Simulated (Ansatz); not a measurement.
Property card for CdAu

These are results of DFT PBEsol, scalar-relativistic, plane waves, PAW (Ansatz), not measurements.

Settings: cutoff 420 eV, Γ-centred mesh 12×12×12 on the computed 2-atom cell, Gaussian smearing of 0.10 eV; no spin polarisation.

The structure is relaxed at this level of theory with its symmetry kept. Whether it is the stable form of this composition wasn't checked.

```yaml
crystal:
  lattice:
    - [3.31756, 0.00000, 0.00000]
    - [0.00000, 3.31756, 0.00000]
    - [0.00000, 0.00000, 3.31756]
  atoms:
    - { symbol: Cd, position: [0.50000, 0.50000, 0.50000] }
    - { symbol: Au, position: [0.00000, 0.00000, 0.00000] }
```

| Item | Value |
| --- | --- |
| Space group | Pm-3m (No. 221) |
| Volume per atom | 18.26 Å³ |
| Formation energy from the elements' standard states (uncorrected) | -0.186 eV/atom |
| Kohn–Sham band gap | none (metal) |
| Density of states at the Fermi level | 0.50 states/eV per cell |
| Bulk modulus | 117 GPa |
| Its pressure derivative | 5.8 |
| Bader charges (e) | Cd (1 in the cell) 0.50, Au (1 in the cell) -0.50 |

Spin-orbit coupling is left out, which matters for the bands of heavy elements.

Cost: 9 runs of about 1.1 core-minutes in all, on Arm Neoverse V1 (shared hosts).